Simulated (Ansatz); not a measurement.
One geometry of AlH2(SMe) (CH5AlS), several levels of theory.

```yaml
crystal:
  periodic: [false, false, false]
  atoms:
    - {symbol: Al, position_ang: [0.537466, 1.295131, -1.041083]}
    - {symbol: H, position_ang: [1.904969, 1.034482, -0.285486]}
    - {symbol: H, position_ang: [0.318433, 2.381304, -2.166134]}
    - {symbol: S, position_ang: [-1.167509, 0.066680, -0.502239]}
    - {symbol: C, position_ang: [-0.490277, -1.027249, 0.803609]}
    - {symbol: H, position_ang: [0.566920, -0.833449, 0.979478]}
    - {symbol: H, position_ang: [-0.621827, -2.061349, 0.489017]}
    - {symbol: H, position_ang: [-1.048176, -0.855550, 1.722839]}
basis:
  gaussian: {orbitals: def2-TZVPD, initial_orbitals: start.molden}
hamiltonian: {xc: pbe, dispersion: d4}
scf: {omitted_lower_state_checks: [starts]}
output: {orbitals: {seedname: orbitals}}
```

The file start.molden holds the orbitals of an earlier run on this structure, at another level or in another basis.

```sh
$ ansatz run in.yaml --threads 4 --pin off --events-out ev --progress --plain --max-ram 3916MiB
```

Shortened log:

```
Functional definition: PBE
986 factors; their error is unknown
mean field evaluation 1: about -18542.2342 eV, gradient 1.2e1 eV
mean field evaluation 2: about -18542.3353 eV, gradient 1.5e-1 eV
mean field evaluation 4: about -18542.3165 eV, gradient 4.9e-4 eV
mean field -18542.31646509 eV, -681.4175616585 hartree, gradient 1.7e-5 eV, S^2 0.000000; 0 other end points of the search recorded, 0 dependent functions left out
reference -18542.31652040 eV, -681.4175636911 hartree; 20, 20 occupied and 151, 151 virtual orbitals, 986 factors
Total energy: -18542.46136078 eV, -681.4228864769 hartree
Checks for a lower state left out: starts
```

Run time 1.2 s (4 threads of Arm Neoverse V2 on a shared host).

As the first input, with `gaussian: {orbitals: def2-TZVP, initial_orbitals: start.molden}`, `hamiltonian: {xc: r2scan, dispersion: d4}` (abridged; 1.6 s):

```
Functional definition: r2SCAN
mean field -18550.20360415 eV, -681.7074086728 hartree, gradient 1.1e-5 eV, S^2 0.000000
Total energy: -18550.23698061 eV, -681.7086352353 hartree
Checks for a lower state left out: starts
```

As the first input, with `gaussian: {orbitals: def2-TZVP, initial_orbitals: start.molden}`, `hamiltonian: {xc: hf}` (abridged; 0.4 s):

```
Functional definition: HF
mean field -18511.56934856 eV, -680.2876259673 hartree, gradient 8.7e-5 eV, S^2 0.000000
Total energy: -18511.56934856 eV, -680.2876259673 hartree
Checks for a lower state left out: starts
```

As the first input, with `gaussian: {orbitals: STO-3G}`, `hamiltonian: {xc: hf}` (abridged; 0.1 s):

```
Functional definition: HF
mean field -18300.33808770 eV, -672.5250203085 hartree, gradient 3.4e-5 eV, S^2 0.000000
Total energy: -18300.33808770 eV, -672.5250203085 hartree
Checks for a lower state left out: starts
```

The first input with `gaussian: {orbitals: def2-SVP, initial_orbitals: start.molden}`, `hamiltonian: {xc: pbe0, dispersion: d4}` (abridged; 0.6 s):

```
Functional definition: PBE0
mean field -18536.79978809 eV, -681.2148275182 hartree, gradient 2.0e-5 eV, S^2 0.000000
Total energy: -18536.92181143 eV, -681.2193117930 hartree
Checks for a lower state left out: starts
```

As the first input, with `gaussian: {orbitals: def2-TZVPP, initial_orbitals: start.molden}`, `correlation: {method: ccsd_t}` and without the key `hamiltonian` (abridged; 14 s):

```
Functional definition: HF
mean field -18511.61049081 eV, -680.2891379172 hartree, gradient 7.6e-6 eV, S^2 0.000000
11 core orbitals not correlated: weight in the atoms' cores, before any rotation towards them, 1.000 or more for the frozen orbitals, at most 0.000 for the correlated occupied ones
second order -11.89349491 eV of doubles, -0.00000000 eV of singles
cycle   1  -12.67960959 eV  change   -7.9e-1 eV  update   7.9e-2
cycle   2  -13.05991023 eV  change   -3.8e-1 eV  update   2.5e-2
cycle   3  -13.10798192 eV  change   -4.8e-2 eV  update   9.8e-3
cycle   4  -13.10401331 eV  change    4.0e-3 eV  update   3.0e-3
cycle   5  -13.10369196 eV  change    3.2e-4 eV  update   1.4e-3
cycle   6  -13.10354078 eV  change    1.5e-4 eV  update   4.8e-4
cycle   7  -13.10348421 eV  change    5.7e-5 eV  update   1.7e-4
cycle   8  -13.10352031 eV  change   -3.6e-5 eV  update   6.0e-5
cycle   9  -13.10352077 eV  change   -4.7e-7 eV  update   1.8e-5
perturbative correction -0.52877526 eV, -0.0194321324 hartree
Total energy: -18525.24278685 eV, -680.7901155561 hartree
Checks for a lower state left out: starts
```

Geometry: r2SCAN-D4/def2-TZVP.

Correlated methods freeze 11 core orbitals.
